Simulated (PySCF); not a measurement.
Does the answer move with the share of exact exchange?

Species: CH₆NP.
SMILES: `CN=[PH3]`

PySCF, pcSseg-2 basis, density fitting, gas phase, PBE0-D3(BJ)/def2-SVP geometry. One functional is left out:

```tsv
functional	exact exchange (%)	HOMO energy (eV)	LUMO energy (eV)	dipole moment (D)
B97-D	0	-5.09	-0.55	2.295
BLYP	0	-4.99	-0.62	2.259
BP86	0	-5.20	-0.71	2.285
LDA	0	-5.19	-0.94	2.352
OPBE	0	-5.08	-0.49	2.229
PBE	0	-5.10	-0.70	2.260
B3LYP	20	-6.11	-0.07	2.482
PBE0	25	-6.31	0.19	2.521
```

Q: Predict the row of mPW1PW91 (25 % exact exchange) by straight lines through the other rows, and check it.

A: 
```tsv
property	line	computed	computed − line	PBE0 (25 %), for comparison
HOMO energy (eV)	-6.33	-6.34	-0.01	-6.31
LUMO energy (eV)	0.15	0.21	+0.06	0.19
dipole moment (D)	2.525	2.526	+0.001	2.521
```

Q: Which of these properties follows the share of exact exchange most closely, and which least?

A: Most closely the HOMO energy, least the LUMO energy; the correlations over the tabulated rows are HOMO energy -0.992, dipole moment 0.945, LUMO energy 0.930. The HOMO energy moves by -0.488 eV for every 10 %. Functionals with the same share still differ in their other parts: at 0 % BLYP and BP86 differ by 0.21 eV in it.
